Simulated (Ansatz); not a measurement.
Relaxation of C$_{4}$H$_{5}$N (10 atoms, charge 0, multiplicity 1), to a largest force component of 0.02 eV/Å in at most 50 steps.

The calculation used RKS BLYP/def2-SVP (Ansatz 0.2.0).

```xyz
10
Properties=species:S:1:pos:R:3:forces:R:3
C -1.280 -0.148 -0.576 -4.92 3.98 -0.05
C -0.204 -0.820 -0.501 -1.27 -2.36 -1.45
N 0.973 -0.560 0.105 -0.41 -5.96 -3.53
C 1.209 0.107 1.302 -1.08 1.84 4.85
C 1.586 0.663 0.178 2.94 6.54 -1.02
H -2.183 -0.475 -1.135 0.45 -0.15 0.15
H -1.402 0.874 -0.120 0.22 -0.66 -0.14
H -0.116 -1.774 -0.992 -0.59 -1.00 -0.58
H 0.322 0.500 1.941 1.56 -1.26 -0.27
H 1.364 -1.233 -0.584 3.09 -0.97 2.05
```

Q: Where does it end, and by what steps?

A: It converged. The force dipped under the threshold on the way, but the program's further checks kept it going. After 12 steps the energy has fallen by 3.234 eV; H10 moved furthest, 0.66 Å.

```json
{"step": "0", "energy less start (eV)": "0.0000", "largest force component (eV/Å)": "6.537", "accepted": "yes"}
{"step": "1", "energy less start (eV)": "-1.7362", "largest force component (eV/Å)": "4.087", "accepted": "yes"}
{"step": "2", "energy less start (eV)": "-2.5942", "largest force component (eV/Å)": "2.437", "accepted": "yes"}
{"step": "3", "energy less start (eV)": "-2.9751", "largest force component (eV/Å)": "0.946", "accepted": "yes"}
{"step": "4", "energy less start (eV)": "-3.1481", "largest force component (eV/Å)": "0.469", "accepted": "yes"}
{"step": "5", "energy less start (eV)": "-3.1675", "largest force component (eV/Å)": "0.822", "accepted": "yes"}
{"step": "6", "energy less start (eV)": "-3.2277", "largest force component (eV/Å)": "0.154", "accepted": "yes"}
{"step": "7", "energy less start (eV)": "-3.2307", "largest force component (eV/Å)": "0.136", "accepted": "yes"}
{"step": "8", "energy less start (eV)": "-3.2325", "largest force component (eV/Å)": "0.108", "accepted": "yes"}
{"step": "9", "energy less start (eV)": "-3.2336", "largest force component (eV/Å)": "0.043", "accepted": "yes"}
{"step": "10", "energy less start (eV)": "-3.2339", "largest force component (eV/Å)": "0.025", "accepted": "yes"}
{"step": "11", "energy less start (eV)": "-3.2341", "largest force component (eV/Å)": "0.007", "accepted": "yes"}
{"step": "12", "energy less start (eV)": "-3.2341", "largest force component (eV/Å)": "0.003", "accepted": "yes"}
```

```xyz
10
Properties=species:S:1:pos:R:3
C -1.407 -0.134 -0.605
C -0.300 -0.900 -0.659
N 0.899 -0.676 0.064
C 1.069 0.345 1.082
C 1.724 1.001 0.133
H -2.282 -0.400 -1.213
H -1.457 0.776 0.009
H -0.243 -1.791 -1.305
H 0.671 0.338 2.105
H 1.595 -1.424 0.007
```

Whether the end is a true minimum wasn't checked by a vibrational analysis.

Run time: 11 s on 2 threads of Intel(R) Xeon(R) 6975P-C (Granite Rapids), with other jobs on the host, peak memory 0.19 GiB.
